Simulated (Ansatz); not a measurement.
**HS (SMILES [SH]): where methods fail along a bond**

HS: 2 atoms, total charge 0, spin state doublet. SMILES: `[SH]`. The shape is that of a PBE0-D4/def2-TZVP optimisation.

```xyz
2

S     0.5746   -0.1878    0.2955
H    -0.5746    0.1878   -0.2955
```

The S1–H2 distance is scanned; the parts on either side stay rigid. Basis 3-21G, 5 core orbitals frozen in the correlated methods; program Ansatz 0.2.0. FCI is exact within this basis and core. Energies in eV from each method's value at 1.346 Å; open shells run as named. The shape above is that at 1.346 Å.

```csv
distance (Å),USVWN5,UPBE,U-revPBE,U-r2SCAN0,U-wB97X,UCCSD(T),UBCCD(T),FCI
1.330,0.02,0.02,0.02,0.01,0.01,0.02,0.02,0.02
1.346,0.00,0.00,0.00,0.00,0.00,0.00,0.00,0.00
1.663,0.43,0.45,0.45,0.58,0.61,0.41,0.41,0.41
1.682,0.49,0.51,0.51,0.64,0.67,0.46,0.46,0.46
1.995,1.50,1.51,1.50,1.72,1.83,1.30,1.29,1.29
2.018,1.57,1.58,1.57,1.79,1.92,1.35,1.35,1.34
2.661,3.19,2.96,2.92,2.88,3.06,2.40,2.40,2.38
2.691,3.23,2.99,2.95,2.90,3.08,2.43,2.42,2.40
3.326,3.68,3.27,3.20,3.15,3.25,2.62,2.62,2.61
3.364,3.70,3.28,3.21,3.15,3.25,2.63,2.63,2.62
```

Departure from the FCI curve at its largest: USVWN5 +1.08 eV at 3.36 Å; UPBE +0.66 eV at 3.36 Å; U-revPBE +0.59 eV at 3.36 Å; U-r2SCAN0 +0.54 eV at 3.36 Å; U-wB97X +0.68 eV at 2.66 Å; UCCSD(T) +0.02 eV at 2.69 Å; UBCCD(T) +0.02 eV at 2.69 Å. For the functionals part of the departure is owed to the small basis.
